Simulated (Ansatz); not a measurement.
# CH₃O+ (triplet): from Hartree-Fock to the top rungs, cc-pVDZ

One table from this session's results is given with a row withheld; the runs are named, their logs left out.

The runs use Ansatz 0.2.0, Gaussian basis; cc-pVDZ, core rule «outside noble gas», up to 2 orbitals frozen.

The runs, in order: UHF; CCSD(T) on ROHF; CCSD(T) on UHF; BCCD(T) on ROHF; CISD; CCSDT(Q) on ROHF; CCSDT(Q) on UHF; CASSCF and NEVPT2, 12 electrons in 11 orbitals.

21 further runs of the same task are left out: 1 for a mislabelled method, 8 that didn't finish, 12 set aside as unsound or not needed.

### The geometry

The geometry is a PBE0/def2-TZVP stationary point (not a proven minimum) of the parent state, kept for this charge and spin.

5 atoms, charge 1, spin multiplicity 3.

Atoms are counted from 1 here; the program's logs count them from 0.

Bond lengths: O1–C2 1.356 Å, C2–H3 1.104 Å, C2–H4 1.098 Å, C2–H5 1.104 Å. Angles: O1–C2–H3 108.9°, O1–C2–H4 114.9°, O1–C2–H5 108.9°, H3–C2–H4 110.0°, H3–C2–H5 103.7°, H4–C2–H5 110.0°.

Set-up of the first run:

Contents of in.yaml:

```yaml
crystal:
  periodic: [false, false, false]
  atoms:
    - {symbol: O, position_ang: [0.000000, 0.001105, 0.695061]}
    - {symbol: C, position_ang: [0.000000, 0.009438, -0.660775]}
    - {symbol: H, position_ang: [0.868643, -0.569422, -1.021453]}
    - {symbol: H, position_ang: [0.000000, 1.008845, -1.116196]}
    - {symbol: H, position_ang: [-0.868643, -0.569422, -1.021453]}
basis:
  gaussian: {orbitals: cc-pVDZ}
total_charge: 1
magnetization: {spin_polarized: true, initial_magnetization: 2}
hamiltonian: {xc: hf}
output: {orbitals: {seedname: orbitals}}
```

Started as:

```
ansatz run in.yaml --threads 1 --pin off --events-out ev --progress --plain --max-ram 2393MiB
```

Among the steps run: UHF; CCSD(T) on ROHF; CCSD(T) on UHF; BCCD(T) on ROHF; CISD; CCSDT(Q) on ROHF; CCSDT(Q) on UHF; CASSCF and NEVPT2, 12 electrons in 11 orbitals.

One of the session's tables, all rows but one given; the rest of the session is left out.

It belongs to the step «Misses and costs». 

```
        method  from UCCSDT(Q) (kcal/mol)
          ROHF                    +197.31
           UHF                    +189.86
          RMP2                     +31.26
          UMP2                     +30.45
          CISD                     +20.21
         RCCSD                      +6.00
         UCCSD                      +5.90
      RCCSD(T)                      +1.01
      UCCSD(T)                      +1.02
       BCCD(T)                      +1.09
        RCCSDT                      +0.36
        UCCSDT                      +0.34
     RCCSDT(Q)                          ?
     UCCSDT(Q)                          0
CASSCF valence                    +130.07
NEVPT2 valence                     +24.44
```

**Question.** Estimate the row for RCCSDT(Q).

The run gave: from UCCSDT(Q) (kcal/mol): +0.09. In the column «from UCCSDT(Q) (kcal/mol)» it lies between UCCSDT(Q) (0) and UCCSDT (+0.34).

Caveats from the session: Restricted and unrestricted rows rest on different reference determinants; where their highest levels disagree by more than a few hundredths of an eV, they describe different states and don't form one ladder.
